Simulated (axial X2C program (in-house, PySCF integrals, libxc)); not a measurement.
# Which molecule has these constants?

Computed with an in-house relativistic program for diatomic molecules, spin-free (one-electron X2C) or two-component (2c: spin–orbit coupling with atomic mean-field Coulomb and Gaunt terms, which also bring small scalar terms), in Dyall basis sets with cores contracted in-house; open shells are unrestricted.

A two-component PBE0 calculation in a Dyall 3-zeta basis gave Re = 2.282 Å, ωe = 466.7 cm⁻¹, De = 3.66 eV, Ω = 3/2.

Which molecule is it?
A. Si₂⁺
B. Cl₂⁺
C. Mg₂⁺
D. S₂⁺
E. P₂⁺

A. The others have Cl₂⁺ 1.898 Å and 667.4 cm⁻¹ (Ω = 3/2); S₂⁺ 1.821 Å and 857.9 cm⁻¹ (Ω = 1/2); P₂⁺ 1.975 Å and 720.6 cm⁻¹ (Ω = 3/2); Mg₂⁺ 3.040 Å and 203.3 cm⁻¹ (Ω = 1/2).

Each entry is the lowest single determinant of a limited PBE0 search at one distance. De goes to single-determinant-based atoms at the same level (for ions the charge split of lowest energy) and is withheld (n/a) where an atom does not fit its ground term or J level. Main or longest-lived isotopes. One determinant is a doubtful description, or other states lie close, for Si₂⁺, P₂⁺; these need not be ground states, and all values refer to the states named. With several unpaired electrons the Ω given is that of one determinant, not necessarily of the lowest component. Some light 2c atoms are not at their ground J level, so De misses part of their lowering (0.04 eV or less). The functionals have no current term, which raises determinants with orbital currents.
